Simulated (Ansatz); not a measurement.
A made-up structure of CH$_{4}$SSi, closed shell:

Si1  (-0.854, 0.113, -0.573)
C2  (0.098, -0.079, 0.493)
S3  (1.560, 0.503, 0.071)
H4  (-0.478, 0.745, -1.962)
H5  (-2.113, -0.125, -0.039)
H6  (-0.220, -0.508, 1.524)
H7  (2.008, -0.648, 0.486)
(Å)

It is relaxed with PBE-D4/def2-SVP and then PBE0-D4/def2-TZVP (Ansatz 0.2.0). Atoms count as bonded within 1.22 times the sum of their covalent radii (H–H: 0.88 Å). The end point is not checked to be a true minimum.

Q: Does its bonding change? (A judgement: the text doesn't fix the answer.)

A: The calculation gives: Yes. Formed: none; broken: Si1–S3.

Where it ends: The first stage lowers the energy by 3.68 eV in 13 steps. It ends as CH₄SSi ([SiH2][CH][SH]):
Si1  (-1.077, 0.147, -0.653)
C2  (0.175, -0.083, 0.495)
S3  (1.828, 0.408, 0.228)
H4  (-0.819, 0.735, -1.982)
H5  (-2.491, -0.035, -0.265)
H6  (-0.064, -0.482, 1.476)
H7  (2.448, -0.689, 0.702)
(Å)

Labels in which every atom is bracketed show which atoms are joined, not bond orders.

For scale, one of the runs: PBE0-D4/def2-TZVP relaxation, 129 basis functions, launched by `ansatz run in.yaml --threads 2 --pin off --events-out ev --progress --plain --max-ram 4352MiB`. The run took about 18 s on 2 CPU threads of an Intel Xeon 6975P-C (shared host).
